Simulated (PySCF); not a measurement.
**TDDFT beside published excitation energies**

Published values to compare with (the computed states carry no symmetry labels, so the two lists aren't matched line by line):

```tsv
state	E (eV)	f	kind of transition	source
3A2(n→π*)	3.28		vertical absorption	[1]
3B1(n→π*)	3.32		vertical absorption	[1]
1A2(n→π*)	3.41		vertical absorption	[1]
1B1(n→π*)	3.45	0.000	vertical absorption	[1]
3B2(π→π*)	4.01		vertical absorption	[1]
3A1(π→π*)	4.01		vertical absorption	[1]
1B2(π→π*)	4.60	0.007	vertical absorption	[1]
1B2(n→3s)	5.34	0.048	vertical absorption	[1]
1A1(π→π*)	5.46	0.228	vertical absorption	[1]
1B2(n→3p)	5.92	0.084	vertical absorption	[1]
```

[1] computed, theoretical best estimate (aug-cc-pVTZ, frozen core, CC3 geometry), gas; Veril, Scemama, Caffarel, Lipparini, Boggio-Pasqua, Jacquemin, Loos, WIREs Comput. Mol. Sci. 2021, 11, e1517 (QUESTDB)

Compound: cyclopropenethione, C₃H₂S.
InChI=1S/C3H2S/c4-3-1-2-3/h1-2H

Level of theory: TDDFT CAM-B3LYP/aug-cc-pVTZ, vertical, gas phase, core orbitals frozen in the response (PySCF 2.14.0, density-fitted response routines). Isolated species at its PBE0-D3(BJ)/def2-TZVP geometry, gas phase.

Computed singlets: 3.46 eV (f 0.000); 3.78 eV (f 0.001); 4.98 eV (f 0.008); 5.30 eV (f 0.055); 5.63 eV (f 0.166); 5.87 eV (f 0.007); 5.96 eV (f 0.109); 6.22 eV (f 0.001); 6.32 eV (f 0.005); 6.46 eV (f 0.000). Computed triplets (Tamm–Dancoff): 3.16, 3.57, 3.83, 4.05 eV.

Q: How does the lowest computed singlet compare with the best estimate listed for the lowest singlet (vertical absorption)?

A: 3.46 eV against 3.41 eV for 1A2(n→π*) [1]: a difference of +0.05 eV. Geometry and basis of the two calculations needn't be the same.

Q: How does the lowest computed triplet compare with the best estimate listed for the lowest triplet (vertical absorption)?

A: 3.16 eV against 3.28 eV for 3A2(n→π*) [1]: a difference of -0.12 eV. Geometry and basis of the two calculations needn't be the same.
